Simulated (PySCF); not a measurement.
**propargyl chloride: gas-phase deprotonation enthalpies at several levels**

Structure: `C#CCCl` (C3H3Cl). Coordinates in Å; atoms count from 1 in this order:
```
C     1.6155   -0.2636   -0.5045
C     0.5074   -0.1263   -0.0365
C    -0.8155    0.0286    0.5293
Cl   -1.7121    1.4160   -0.1833
H     2.5987   -0.3829   -0.9222
H    -0.7629    0.2091    1.6120
H    -1.4273   -0.8670    0.3525
```

All levels share the PBE0-D3(BJ)/ma-def2-SVP structures and the PBE0-D3(BJ)/ma-def2-SVP thermal terms; only the single-point energies (PySCF) change. Values are gas-phase deprotonation enthalpies (298 K, kJ/mol).

Measured (NIST Chemistry WebBook): deprotonation enthalpy (ΔH) 1540 kJ/mol.

| level | C1 | C3 |
| --- | --- | --- |
| ωB97X-D3(BJ)/ma-def2-TZVP | 1553 | 1558 |
| ωB97X-D3(BJ)/def2-SVP | 1588 | 1589 |

The widest spread is that of C1: 35 kJ/mol, from 1553 to 1588.

Caveats: the order of C1 and C3 is undecided: the gaps lie inside the method's error (some 10 kJ/mol, one structure a species).

Bases without diffuse functions serve anions poorly.
